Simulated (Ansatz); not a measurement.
in.yaml

```yaml
crystal:
  periodic: [false, false, false]
  atoms:
    - {symbol: O, position_ang: [0.000000, 0.000000, 0.416814]}
    - {symbol: Mg, position_ang: [0.000000, 0.000000, -2.278075]}
    - {symbol: H, position_ang: [0.000000, 0.000000, 1.861261]}
basis:
  gaussian: {orbitals: STO-3G}
magnetization: {spin_polarized: false, initial_magnetization: 1}
correlation: {method: fic_mrcisd_q_relaxed, electrons: outside_noble_gas, active_space: {window: {electrons: 5, orbitals: 3}}}
```

```sh
$ ansatz run in.yaml --threads 1 --pin off --events-out ev --progress --plain --max-ram 2393MiB
```

Log:

```
162 factors; integrals over basis functions are off by at most 6.4e-5 eV
mean field evaluation 1: about -7372.7527 eV, gradient 3.3e1 eV
mean field evaluation 2: about -7372.7718 eV, gradient 3.3e1 eV
mean field evaluation 4: about -7378.3724 eV, gradient 1.2e1 eV
mean field evaluation 8: about -7379.2128 eV, gradient 1.5e-1 eV
mean field evaluation 16: about -7379.2149 eV, gradient 2.0e-6 eV
mean field evaluation 32: about -7381.7117 eV, gradient 2.0e0 eV
mean field evaluation 64: about -7380.9728 eV, gradient 8.7e0 eV
mean field evaluation 96: about -7381.7344 eV, gradient 6.8e-6 eV
mean field -7381.73435305 eV, -271.2737339552 hartree, gradient 6.8e-6 eV, S^2 0.750000; 5 other end points of the search recorded, 0 dependent functions left out
reference -7381.73435305 eV, -271.2737339552 hartree; 11, 10 occupied and 4, 5 virtual orbitals, 162 factors
state -7381.73435305 eV, -271.2737339552 hartree
contracted CI cycle   1: correlation 0.00000000 eV, 0.0000000000 hartree, residual 8.05e0 eV
contracted CI cycle   2: correlation -2.69489727 eV, -0.0990356479 hartree, residual 2.14e0 eV
...
contracted CI cycle   7: correlation -1.68153635 eV, -0.0617953212 hartree, residual 8.79e-2 eV
contracted CI cycle   8: correlation -1.68187584 eV, -0.0618077973 hartree, residual 5.97e-2 eV
contracted CI cycle   9: correlation -1.68205118 eV, -0.0618142407 hartree, residual 3.33e-2 eV
contracted CI cycle  10: correlation -1.68208550 eV, -0.0618155019 hartree, residual 1.39e-2 eV
contracted CI cycle  11: correlation -1.68209198 eV, -0.0618157399 hartree, residual 6.30e-3 eV
contracted CI cycle  12: correlation -1.68209361 eV, -0.0618157999 hartree, residual 3.02e-3 eV
contracted CI cycle  13: correlation -1.68209396 eV, -0.0618158130 hartree, residual 1.61e-3 eV
contracted CI cycle  14: correlation -1.68209407 eV, -0.0618158169 hartree, residual 7.82e-4 eV
contracted CI cycle  15: correlation -1.68209409 eV, -0.0618158178 hartree, residual 3.11e-4 eV
contracted CI cycle  16: correlation -1.68209410 eV, -0.0618158179 hartree, residual 1.28e-4 eV
state -7379.21490940 eV, -271.1811461089 hartree; corrected -7381.08186169 eV, -271.2497553401 hartree
state -7381.73435305 eV, -271.2737339552 hartree; corrected -7384.99553163 eV, -271.3935800575 hartree
WARN: 2 active orbitals are nearly empty or full. The corrections depend on them more than the energy does, and are more stable in an active space without them
Total energy: -7384.99553163 eV, -271.3935800575 hartree
```

Natural occupations: 2.0000 2.0000 1.0000.

Ran on 1 thread of Arm Neoverse V1, shared host: 0.54 s wall, 0.17 GiB peak host memory.
